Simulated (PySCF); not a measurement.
**1-chloro-2-methylbutane, C5H11Cl**

Cartesian coordinates in Å; atom numbers follow the order of the lines, from 1:
```xyz
17

C     1.830    0.209    0.672
C     0.533   -0.320    0.079
C    -0.750    0.264    0.682
C    -1.976   -0.523    0.239
C    -0.875    1.739    0.329
Cl   -2.228    2.541    1.186
H     2.701   -0.309    0.243
H     1.859    0.058    1.763
H     1.972    1.285    0.484
H     0.497   -1.414    0.212
H     0.522   -0.157   -1.014
H    -0.671    0.201    1.783
H    -2.896   -0.084    0.651
H    -1.914   -1.569    0.573
H    -2.064   -0.525   -0.860
H    -1.057    1.872   -0.748
H     0.029    2.299    0.600
```

Computed, not measured: PySCF, quadratic response CAM-B3LYP/def2-TZVPD first hyperpolarisability, Taylor convention, gas phase. Geometry: PBE0-D3(BJ)/def2-SVP.

(1) What is the first hyperpolarisability, and how does it disperse?

(2) Which lowest excitations, dipole and polarisabilities go with it?

## Answers

(1) In 10⁻³⁰ esu, Taylor convention; the vector part is βᵢ = ⅓ Σⱼ (βᵢⱼⱼ + βⱼᵢⱼ + βⱼⱼᵢ); β∥ is 3/5 of the vector part along the dipole, the dipole points from − to +:
| process | λ (nm) | β vector norm | β∥ | β HRS | depolarisation ratio |
| --- | --- | --- | --- | --- | --- |
| static β(0;0,0) | ∞ | 0.35 | 0.19 | 0.17 | 3.36 |
| second harmonic β(−2ω;ω,ω) | 1907 | 0.36 | 0.20 | 0.18 | 3.37 |
| Pockels β(−ω;ω,0) | 1907 | 0.35 | 0.19 | – | – |
| second harmonic β(−2ω;ω,ω) | 1064 | 0.40 | 0.21 | 0.19 | 3.40 |
| Pockels β(−ω;ω,0) | 1064 | 0.36 | 0.20 | – | – |

(2) S1 7.19 eV (f = 0.003); S2 7.26 eV (f = 0.004); S3 7.79 eV (f = 0.019); dipole 2.24 D; isotropic α 78.1 au static, 78.2 au at 1907 nm, 78.6 au at 1064 nm, 78.7 au at 953.5 nm, 80.3 au at 532 nm.
